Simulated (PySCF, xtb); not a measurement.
ozone (O3), SMILES O=[O+][O-].

GFN2-xTB (xtb 6.7.1) at its own geometry gives an orbital gap of 2.16 eV and a dipole moment of 1.12 D.

Geometry optimised at PBE0-D3(BJ)/def2-TZVP. The molecule may have multireference character, which single-reference levels describe poorly.

Question: What does PBE/def2-TZVPD (PySCF) give? (Estimate from the structure and the level; the computed values follow.)

Answer: gap 1.94 eV (levels -7.81 and -5.87 eV), dipole 0.65 D.
